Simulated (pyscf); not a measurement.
Concerted two-bond exchange: `[NH2][SiH3]` -> `[NH2][SiH3]`

Gas phase, singlet surface, charge 0. Bonds broken: N1–H5, Si2–H3. Bonds formed: N1–H3, Si2–H5. Single points on ωB97X-D3(BJ)/def2-SVP structures (PySCF, gas phase). MP2 and CC: frozen core, UHF for open shells. ΔMP2 is the change of the MP2 total energy from the triple- to the quadruple-zeta basis.

Transition state (Å):

```xyz
7

N      0.0853     0.7208    -0.5660
Si    -0.4283    -0.6760     0.1972
H     -0.5948     0.8114     1.1435
H     -0.7241     1.1656    -1.0316
H      0.0124    -0.8607    -1.5080
H      0.5759    -1.4782     0.9331
H     -1.7853    -1.2903     0.2736
```

One imaginary mode, 2044i cm⁻¹; descent along it reached the two sides named.

```json
[
 {"bond": "N1–H5", "change": "breaks", "reactant side (Å)": "1.015", "saddle": "1.842", "product side": "2.6"},
 {"bond": "Si2–H3", "change": "breaks", "reactant side (Å)": "1.492", "saddle": "1.771", "product side": "2.404"},
 {"bond": "N1–H3", "change": "forms", "reactant side (Å)": "2.6", "saddle": "1.842", "product side": "1.015"},
 {"bond": "Si2–H5", "change": "forms", "reactant side (Å)": "2.404", "saddle": "1.771", "product side": "1.492"}
]
```

Electronic energies relative to the reactant's lowest minimum found (eV):

```csv
level,barrier,reaction energy,reverse barrier
ωB97X-D3(BJ)/def2-TZVP,6.11,0.00,6.11
PBE/def2-TZVP,5.44,0.00,5.44
r²SCAN/def2-TZVP,5.72,0.00,5.72
B3LYP-D3(BJ)/def2-TZVP,5.77,0.00,5.77
PBE0-D3(BJ)/def2-TZVP,5.89,0.00,5.89
M06-2X/def2-TZVP,6.13,0.00,6.13
ωB97M-D3(BJ)/def2-TZVP,5.96,0.00,5.96
HF/def2-TZVP,6.58,0.00,6.58
MP2/def2-QZVPP,6.51,0.00,6.51
CCSD/def2-TZVPP,6.15,0.00,6.15
CCSD(T)/def2-TZVPP,5.95,0.00,5.95
CCSD(T)/def2-TZVPP + ΔMP2(QZVPP),5.96,0.00,5.96
```

With CCSD(T)/def2-TZVPP + ΔMP2(QZVPP) energies and thermal terms (ideal gas, 1 atm, RRHO with modes under 100 cm⁻¹ raised to 100, one conformer, R ln 2 for rigid chiral ones), in eV:

| T (K) | ΔH‡ | ΔG‡ | ΔH | ΔG |
|---|---|---|---|---|
| 298 | 5.68 | 5.71 | 0.00 | 0.00 |
| 600 | 5.68 | 5.74 | 0.00 | 0.00 |
| 900 | 5.68 | 5.77 | 0.00 | 0.00 |
| 1200 | 5.69 | 5.80 | 0.00 | 0.00 |

The same reactants have a lower exit, to H₂N–SiH: [singlet] + H₂ (barrier +2.75 eV at ωB97M-D3(BJ), against +5.96 eV here). This is the saddle that the search found; another between the same sides may lie lower. A restricted solution here is unstable towards spin polarisation, so biradical character is likely and single-reference numbers are less safe. The CCSD(T) − MP2 part came from Ansatz, without density fitting, on the same reference. The largest closed-shell T1 diagnostic is 0.034, which may signal static correlation.
